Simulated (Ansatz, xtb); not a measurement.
## CH4BN (SMILES [BH3-][N+]#C): the highest harmonic wavenumber at each level's own minimum, rung by rung

CH4BN, singlet, SMILES `[BH3-][N+]#C`. Each level relaxes the structure for itself.

Quantity: the highest harmonic wavenumber at each level's own minimum, in cm⁻¹. The values are calculated.

```csv
level,kind,program,value (cm⁻¹)
GFN2-xTB,semi-empirical,xtb,3353
GFN1-xTB,semi-empirical,xtb,3342
HF/STO-3G,Hartree–Fock,Ansatz,3882
HF/3-21G,Hartree–Fock,Ansatz,3671
HF/6-31G* (Cartesian functions),Hartree–Fock,Ansatz,3675
B3LYP/6-31G* (Cartesian functions),global hybrid,Ansatz,3494
MP2/6-31G* (Cartesian functions),perturbation theory,Ansatz,3516
```

Harmonic and unscaled. The values span 3342 to 3882 cm⁻¹. Without the sets that lack polarisation functions the rows with a basis span only 3494 to 3675 cm⁻¹.
